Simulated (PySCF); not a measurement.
**BOF (fluoro(oxo)borane): levels of theory compared**

Aim: a comparison of 4 runs (HF/STO-3G, HF/3-21G, PBE0/def2-SVP, B3LYP/6-31G*) of BOF (fluoro(oxo)borane). Input form: a Python script.

The results are computed with PySCF 2.14.0.

1 further run of the same task is left out (set aside as unsound or not needed).

### 1 The structure to begin with

BOF has 3 atoms, charge 0, and is taken as a singlet. As SMILES, `O=BF`. The coordinates come from a PBE0-D4/def2-TZVP relaxation.

Bond lengths: O1–B2 1.206 Å, B2–F3 1.282 Å. Angles: O1–B2–F3 180.0°.

### 2 Energy and forces at HF/STO-3G (run 1)

Contents of calc.py:

```python
import pyscf.grad
from pyscf import gto, scf

system = gto.Mole()
system.atom = '''
O      1.857790    -1.067884     0.906880
B      0.038361    -0.021921     0.018708
F     -1.896151     1.089994    -0.925588
'''
system.charge = 0
system.unit = 'bohr'
system.basis = 'sto-3g'
system.max_memory = 1860
system.verbose = 4
system.build()

myscf = scf.RHF(system)
myscf.conv_tol = 1e-10
myscf.kernel()
if not myscf.converged:
    myscf = myscf.newton().run(myscf.mo_coeff, myscf.mo_occ)

energy = myscf.e_tot
print('E(%s) = %.9f' % ('HF', energy))
grad = myscf.Gradients().kernel()
myscf.analyze()
```

Launch:

```
$ OMP_NUM_THREADS=1 python calc.py
```

The log of the run:

```text
PySCF version 2.14.0

[INPUT] num. atoms = 3
[INPUT] num. electrons = 22
[INPUT] charge = 0
[INPUT] spin (= nelec alpha-beta = 2S) = 0
[INPUT] symmetry False subgroup None
[INPUT] Mole.unit = bohr
[INPUT] Symbol           X                Y                Z      unit          X                Y                Z       unit  Magmom
[INPUT]  1 O      0.983100130675  -0.565099876706   0.479900229039 AA    1.857790000000  -1.067884000000   0.906880000000 Bohr   0.0
[INPUT]  2 B      0.020299766988  -0.011600093641   0.009899847262 AA    0.038361000000  -0.021921000000   0.018708000000 Bohr   0.0
[INPUT]  3 F     -1.003399897663   0.576799984840  -0.489800076301 AA   -1.896151000000   1.089994000000  -0.925588000000 Bohr   0.0

nuclear repulsion = 51.4389485189899
number of shells = 9
number of NR pGTOs = 45
number of NR cGTOs = 15
basis = sto-3g
ecp = {}

[... 51 lines left out ...]
Total Energy =                        -196.327840148125119
[... 1 line left out ...]
One-electron Energy =                 -376.109486560463552
[... 1 line left out ...]
Two-electron Coulomb Energy =          150.844370065547025
[... 3 lines left out ...]
MO #1   energy= -26.0299320289498  occ= 2
[... 1 line left out ...]
MO #3   energy= -7.47489396244334  occ= 2
[... 1 line left out ...]
MO #5   energy= -1.25362874313225  occ= 2
[... 1 line left out ...]
MO #7   energy= -0.594689107042976 occ= 2
[... 1 line left out ...]
MO #9   energy= -0.497567963181568 occ= 2
[... 1 line left out ...]
MO #11  energy= -0.391439572117237 occ= 2
[... 1 line left out ...]
MO #13  energy= 0.38953619032491   occ= 0
[... 1 line left out ...]
MO #15  energy= 1.27253910419133   occ= 0
[... 21 lines left out ...]
Dipole moment(X, Y, Z, Debye): -1.21616,  0.69925, -0.59371
```

It took 1.8 s on 1 thread of Intel Xeon at 2.50GHz (Skylake/Cascade Lake), shared host; peak memory 0.12 GiB.

### 3 Energy and forces at HF/3-21G (run 2)

Contents of mol.xyz:

```xyz
3
BFO
O      0.983100    -0.565100     0.479900
B      0.020300    -0.011600     0.009900
F     -1.003400     0.576800    -0.489800
```

Contents of job.py:

```python
# O=BF
from pyscf import gto, scf

mol = gto.Mole()
mol.atom = 'mol.xyz'
mol.basis = '3-21g'
mol.verbose = 4
mol.max_memory = 1860
mol.build()

mf = scf.RHF(mol)
mf.conv_tol = 1e-10
mf.kernel()
if not mf.converged:
    mf = mf.newton().run(mf.mo_coeff, mf.mo_occ)

e_final = mf.e_tot
print('Final energy', e_final)
grad = mf.nuc_grad_method().kernel()
dip = mf.dip_moment()
pop, q = mf.mulliken_pop()
```

Launch:

```
$ OMP_NUM_THREADS=1 python job.py
```

The log of the run:

```text
PySCF version 2.14.0

[INPUT] num. atoms = 3
[INPUT] num. electrons = 22
[INPUT] charge = 0
[INPUT] spin (= nelec alpha-beta = 2S) = 0
[INPUT] symmetry False subgroup None
[INPUT] Mole.unit = angstrom
[INPUT] Symbol           X                Y                Z      unit          X                Y                Z       unit  Magmom
[INPUT]  1 O      0.983100000000  -0.565100000000   0.479900000000 AA    1.857789753060  -1.067884232992   0.906879567179 Bohr   0.0
[INPUT]  2 B      0.020300000000  -0.011600000000   0.009900000000 AA    0.038361440329  -0.021920823045   0.018708288633 Bohr   0.0
[INPUT]  3 F     -1.003400000000   0.576800000000  -0.489800000000 AA   -1.896151193389   1.089994028649  -0.925587855812 Bohr   0.0

nuclear repulsion = 51.4389501540037
number of shells = 15
number of NR pGTOs = 45
number of NR cGTOs = 27
basis = 3-21g
ecp = {}

[... 39 lines left out ...]
converged SCF energy = -197.982423489688
Final energy -197.98242348968833
[... 2 lines left out ...]
unit = Eh/Bohr
--------------- RHF gradients ---------------
         x                y                z
0 O    -0.0025339305     0.0014527067    -0.0012359124
1 B    -0.0173860142     0.0100006096    -0.0084886233
2 F     0.0199199447    -0.0114533163     0.0097245357
----------------------------------------------
Dipole moment(X, Y, Z, Debye): -1.58531,  0.91154, -0.77393
 ** Mulliken pop  **
pop of  0 O 1s            1.98653
pop of  0 O 2s            0.43600
pop of  0 O 3s            1.45081
pop of  0 O 2px           0.70322
pop of  0 O 2py           0.68094
pop of  0 O 2pz           0.67788
pop of  0 O 3px           0.80610
pop of  0 O 3py           0.87780
pop of  0 O 3pz           0.88767
pop of  1 B 1s            1.98888
pop of  1 B 2s            0.39553
pop of  1 B 3s            0.10338
pop of  1 B 2px           0.49202
pop of  1 B 2py           0.36394
pop of  1 B 2pz           0.34632
pop of  1 B 3px           0.08064
pop of  1 B 3py           0.17631
pop of  1 B 3pz           0.18948
pop of  2 F 1s            1.98507
pop of  2 F 2s            0.44807
pop of  2 F 3s            1.52038
pop of  2 F 2px           0.78499
pop of  2 F 2py           0.83933
pop of  2 F 2pz           0.84680
pop of  2 F 3px           0.93246
pop of  2 F 3py           0.99540
pop of  2 F 3pz           1.00406
 ** Mulliken atomic charges  **
charge of    0O =     -0.50695
charge of    1B =      0.86349
charge of    2F =     -0.35654
```

Wall time 1.7 s (1 thread of Intel Xeon at 2.50GHz (Skylake/Cascade Lake), shared host); peak memory 0.12 GiB.

### 4 Energy and forces at PBE0/def2-SVP (run 3)

Contents of job.py:

```python
import pyscf.grad
from pyscf import gto, dft

mol = gto.Mole()
mol.atom = '''
O    0.983100  -0.565100   0.479900
B    0.020300  -0.011600   0.009900
F   -1.003400   0.576800  -0.489800
'''
mol.verbose = 4
mol.max_memory = 1860
mol.basis = 'def2-svp'
mol.build()

ks = dft.RKS(mol, xc='pbe0')
ks.conv_tol = 1e-10
ks.grids.level = 5
ks.kernel()
if not ks.converged:
    ks = ks.newton().run(ks.mo_coeff, ks.mo_occ)

etot = ks.e_tot
print(f'total energy: {etot:.8f} hartree')
grad = ks.Gradients().kernel()
dip = ks.dip_moment()
pop, q = ks.mulliken_pop()
```

Launch:

```
$ OMP_NUM_THREADS=1 python job.py
```

The log of the run:

```text
PySCF version 2.14.0

[INPUT] num. atoms = 3
[INPUT] num. electrons = 22
[INPUT] charge = 0
[INPUT] spin (= nelec alpha-beta = 2S) = 0
[INPUT] symmetry False subgroup None
[INPUT] Mole.unit = angstrom
[INPUT] Symbol           X                Y                Z      unit          X                Y                Z       unit  Magmom
[INPUT]  1 O      0.983100000000  -0.565100000000   0.479900000000 AA    1.857789753060  -1.067884232992   0.906879567179 Bohr   0.0
[INPUT]  2 B      0.020300000000  -0.011600000000   0.009900000000 AA    0.038361440329  -0.021920823045   0.018708288633 Bohr   0.0
[INPUT]  3 F     -1.003400000000   0.576800000000  -0.489800000000 AA   -1.896151193389   1.089994028649  -0.925587855812 Bohr   0.0

nuclear repulsion = 51.4389501540037
number of shells = 18
number of NR pGTOs = 72
number of NR cGTOs = 42
basis = def2-svp
ecp = {}

[... 52 lines left out ...]
converged SCF energy = -199.638298544649
total energy: -199.63829854 hartree
[... 10 lines left out ...]
Dipole moment(X, Y, Z, Debye): -1.57985,  0.90834, -0.77125
[... 7 lines left out ...]
pop of  0 O 3px           0.47164
pop of  0 O 3py           0.56337
pop of  0 O 3pz           0.57601
pop of  0 O 3dxy          0.00398
pop of  0 O 3dyz          0.00167
pop of  0 O 3dz^2         0.00222
pop of  0 O 3dxz          0.00368
pop of  0 O 3dx2-y2       0.00389
pop of  1 B 1s            1.98602
pop of  1 B 2s            0.73725
pop of  1 B 3s           -0.00342
pop of  1 B 2px           0.62077
pop of  1 B 2py           0.48981
pop of  1 B 2pz           0.47178
pop of  1 B 3px           0.07748
pop of  1 B 3py           0.11075
pop of  1 B 3pz           0.11533
pop of  1 B 3dxy          0.04863
pop of  1 B 3dyz          0.02295
pop of  1 B 3dz^2         0.03226
pop of  1 B 3dxz          0.04766
pop of  1 B 3dx2-y2       0.05618
pop of  2 F 1s            1.99002
pop of  2 F 2s            1.13939
pop of  2 F 3s            0.70228
pop of  2 F 2px           1.08541
pop of  2 F 2py           1.13469
pop of  2 F 2pz           1.14147
pop of  2 F 3px           0.54924
pop of  2 F 3py           0.64380
pop of  2 F 3pz           0.65680
pop of  2 F 3dxy          0.00220
pop of  2 F 3dyz          0.00086
pop of  2 F 3dz^2         0.00110
pop of  2 F 3dxz          0.00196
pop of  2 F 3dx2-y2       0.00193
 ** Mulliken atomic charges  **
charge of    0O =     -0.13538
charge of    1B =      0.18655
charge of    2F =     -0.05117
```

Run time: 8.7 s. Hardware: 1 thread of Intel Xeon at 2.50GHz (Skylake/Cascade Lake), shared host; peak memory 0.45 GiB.

### 5 Energy and gradient at B3LYP/6-31G(d) (Cartesian functions) (run 4)

Contents of input.py:

```python
from pyscf import gto, dft

molecule = gto.M(
    atom='O 0.983100 -0.565100 0.479900; B 0.020300 -0.011600 0.009900; F -1.003400 0.576800 -0.489800',
    cart=True,
    charge=0,
    basis='6-31g*',
    verbose=4,
    max_memory=1860,
    spin=0,
)

calc0 = dft.RKS(molecule)
calc0.xc = 'b3lyp'
calc0.grids.level = 5
calc0.conv_tol = 1e-10
calc0.kernel()
if not calc0.converged:
    calc0 = calc0.newton().run(calc0.mo_coeff, calc0.mo_occ)

e_tot = calc0.e_tot
print('E(%s) = %.9f' % ('B3LYP', e_tot))
grad = calc0.nuc_grad_method().kernel()
calc0.analyze()
```

Launch:

```
$ OMP_NUM_THREADS=1 python input.py
```

The log of the run:

```text
PySCF version 2.14.0

[INPUT] num. atoms = 3
[INPUT] num. electrons = 22
[INPUT] charge = 0
[INPUT] spin (= nelec alpha-beta = 2S) = 0
[INPUT] symmetry False subgroup None
[INPUT] Mole.unit = angstrom
[INPUT] Cartesian GTO integrals (6d 10f)
[INPUT] Symbol           X                Y                Z      unit          X                Y                Z       unit  Magmom
[INPUT]  1 O      0.983100000000  -0.565100000000   0.479900000000 AA    1.857789753060  -1.067884232992   0.906879567179 Bohr   0.0
[INPUT]  2 B      0.020300000000  -0.011600000000   0.009900000000 AA    0.038361440329  -0.021920823045   0.018708288633 Bohr   0.0
[INPUT]  3 F     -1.003400000000   0.576800000000  -0.489800000000 AA   -1.896151193389   1.089994028649  -0.925587855812 Bohr   0.0

nuclear repulsion = 51.4389501540037
number of shells = 18
number of NR pGTOs = 84
number of NR cGTOs = 45
basis = 6-31g*
ecp = {}

[... 66 lines left out ...]
Total Energy =                        -199.999531334262372
[... 4 lines left out ...]
DFT Exchange-Correlation Energy =      -23.157608426113935
[... 6 lines left out ...]
MO #5   energy= -0.992406601255767 occ= 2
[... 4 lines left out ...]
MO #10  energy= -0.351656484780197 occ= 2
[... 4 lines left out ...]
MO #15  energy= 0.268660091594554  occ= 0
[... 4 lines left out ...]
MO #20  energy= 0.89428307719097   occ= 0
[... 4 lines left out ...]
MO #25  energy= 1.16387698762719   occ= 0
[... 4 lines left out ...]
MO #30  energy= 1.40637786492907   occ= 0
[... 4 lines left out ...]
MO #35  energy= 1.94604882757582   occ= 0
[... 4 lines left out ...]
MO #40  energy= 2.81072438785757   occ= 0
[... 4 lines left out ...]
MO #45  energy= 4.5973626469982    occ= 0
[... 12 lines left out ...]
pop of  0  O 3dxy         0.00606
pop of  0  O 3dxz         0.00500
pop of  0  O 3dyy         0.00164
pop of  0  O 3dyz         0.00205
pop of  0  O 3dzz         0.00179
pop of  1  B 1s           1.99955
pop of  1  B 2s           0.53768
pop of  1  B 3s           0.00771
pop of  1  B 2px          0.60771
pop of  1  B 2py          0.59428
pop of  1  B 2pz          0.59244
pop of  1  B 3px          0.03074
pop of  1  B 3py          0.01445
pop of  1  B 3pz          0.01216
pop of  1  B 3dxx         0.00227
pop of  1  B 3dxy         0.00214
pop of  1  B 3dxz         0.00243
pop of  1  B 3dyy         0.00199
pop of  1  B 3dyz         0.00135
pop of  1  B 3dzz         0.00175
pop of  2  F 1s           1.99997
pop of  2  F 2s           1.74361
pop of  2  F 3s           0.00267
pop of  2  F 2px          1.76761
pop of  2  F 2py          1.82807
pop of  2  F 2pz          1.83638
pop of  2  F 3px          0.00093
pop of  2  F 3py          0.00108
pop of  2  F 3pz          0.00110
pop of  2  F 3dxx         0.00202
pop of  2  F 3dxy         0.00451
pop of  2  F 3dxz         0.00370
pop of  2  F 3dyy         0.00104
pop of  2  F 3dyz         0.00150
pop of  2  F 3dzz         0.00111
 ** Mulliken atomic charges  **
charge of    0O =     -0.39602
charge of    1B =      0.59134
charge of    2F =     -0.19532
Dipole moment(X, Y, Z, Debye): -1.63592,  0.94056, -0.79861
```

Wall time 11 s (1 thread of Intel Xeon at 2.50GHz (Skylake/Cascade Lake), shared host); peak memory 0.47 GiB.

### 6 All runs side by side

```csv
run,level,integration grid,Cartesian functions,energy (Eh),dipole moment (D),HOMO energy (eV),LUMO energy (eV),wall time
1,HF/STO-3G,–,no,-196.327840,1.52,-10.65,10.60,1.8 s
2,HF/3-21G,–,no,-197.982423,1.99,-13.96,4.76,1.7 s
3,PBE0/def2-SVP,5,no,-199.638299,1.98,-10.11,0.16,8.7 s
4,B3LYP/6-31G* (Cartesian functions),5,yes,-199.999531,2.05,-9.57,0.62,11 s
```

### 7 Outcome

| quantity | value |
| --- | --- |
| run 4: total energy | -199.99953 Eh |
| run 4: dipole moment | 2.05 D |
| run 4: HOMO energy | -9.57 eV |
| run 4: LUMO energy | 0.62 eV |
| run 4: HOMO–LUMO gap | 10.19 eV |
| run 4: largest force on an atom | 0.454 eV/Å |

**Reading.** The dipole moment (its size) runs from 1.52 D (HF/STO-3G) to 2.05 D (B3LYP/6-31G*). The two ends differ in method and basis. The HOMO–LUMO gap runs from 10.19 eV (B3LYP/6-31G*) to 21.25 eV (HF/STO-3G). Totals of different functionals can't be ranked against each other. In run 1 the basis is minimal, so the values are rough. All runs together took 23 s, the longest 11 s.
